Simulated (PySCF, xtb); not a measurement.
methyl formate cation (C2H4O2), SMILES COC=O (connectivity only; charge and spin as stated), charge +1, multiplicity 2. One conformer was computed; it need not be the lowest.

Harmonic wavenumbers (cm⁻¹) from GFN2-xTB run with xtb at its own minimum, in rising order: 159, 235, 366, 654, 842, 947, 957, 1006, 1024, 1155, 1254, 1310, 1356, 1767, 2441, 2803, 2863, 2937.

Q: What does B3LYP-D3(BJ)/def2-SVP (PySCF 2.14.0) give at its own minimum? (Estimate from the structure and the level; the computed values follow.)

A: 31, 222, 372, 570, 797, 961, 1140, 1149, 1206, 1347, 1428, 1436, 1454, 1596, 2962, 3069, 3191, 3237. Paired by order, the mean absolute difference is 165 cm⁻¹ and the zero-point energies are 34.4 and 37.4 kcal/mol.
